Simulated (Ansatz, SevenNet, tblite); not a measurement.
# Diamond-structure Ge, TA phonon frequency at L

Reference value: 63 cm⁻¹ (measured, temperature not stated, no zero-point or thermal correction, sources range from 62 to 63; as tabulated in Giannozzi et al., Phys. Rev. B (1991)).

Question: What do GFN2-xTB, SevenNet-0, PBE, PBE-D3(BJ), r²SCAN give, and how far is each from the reference?

Answer: 
| level (code) | value (cm⁻¹) | cell (Å³/atom) | difference (%) |
|---|---|---|---|
| GFN2-xTB (tblite) | 32 | 23.56 | -49 |
| SevenNet-0 (SevenNet) | 51 | 23.76 | -19.0 |
| PBE (Ansatz) | 59 | 23.89 | -6.3 |
| PBE-D3(BJ) (Ansatz) | 58 | 23.14 | -7.9 |
| r²SCAN (Ansatz) | 65 | 22.84 | +3.2 |

Nearest, and too close to rank with a margin of 3.0 % (twice that across the reference) picked here for doubts on the reference and the settings, and for temperature and zero-point motion: r²SCAN (+3.2 %), PBE (-6.3 %), PBE-D3(BJ) (-7.9 %). GFN2-xTB (-49 %) lies farthest from it. Within 10 %: PBE, PBE-D3(BJ), r²SCAN.

The measured value isn't corrected to a static lattice, so vibrations enter the comparison.  GFN2-xTB: the method was fitted mainly to molecules. GFN2-xTB: the run uses a supercell at the zone centre in place of a k mesh. PBE, PBE-D3(BJ): the solid has no gap at this level, which affects its response. PBE-D3(BJ): the dispersion coefficients are held fixed in the derivatives. Each level is taken at its own relaxed cell. Cutoffs and k meshes differ between the levels. Ansatz's density-functional and Hartree–Fock values are scalar-relativistic unless marked +SOC, with PAW data made under PBE.

Machine-learned potentials (SevenNet-0) are trained on DFT data, which may include these solids.

Differences are worked out from the printed values.

Ansatz is a quantum-chemistry and plane-wave program.
